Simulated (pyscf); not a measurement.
Structures and frequencies: ωB97X-D3(BJ)/def2-SVP in PySCF.

Estimate by transition-state theory the rate constant of HO–SiH₃ + HO–SiH₃ → HO–SiH₂–SiH₂–OH + H₂ (singlet surface; H–Si, H–Si broken, Si–Si, H–H formed) at 900 K, with ωB97M-D3(BJ)/def2-TZVP energies (ideal gas, 1 atm, RRHO with modes under 100 cm⁻¹ raised to 100, one conformer, R ln 2 for chiral ones without a mode under 150 cm⁻¹; no tunnelling).

The electronic barrier is 59.0 kcal/mol and the thermal terms add +35.3, so ΔG‡ = 94.3 kcal/mol. With k_BT/h = 1.88e+13 s⁻¹ and RT = 1.788 kcal/mol, and a volume of 1.23e-19 cm³ per molecule at 1 atm, k = 2.9e-29 cm³ molecule⁻¹ s⁻¹. Wigner's tunnelling factor for 1216i cm⁻¹ would be 1.16. A shift of 1 kcal/mol in the barrier changes k by a factor 1.7. At the saddle there is also a short H–Si contact that neither side keeps. HO–SiH₂–SiH₂–OH lies 36.0 kcal/mol over its isomer HO–SiH₂–O–SiH₃ (electronic energy, ωB97M-D3(BJ)/def2-TZVP). This is the saddle that the search found; another between the same sides may lie lower.
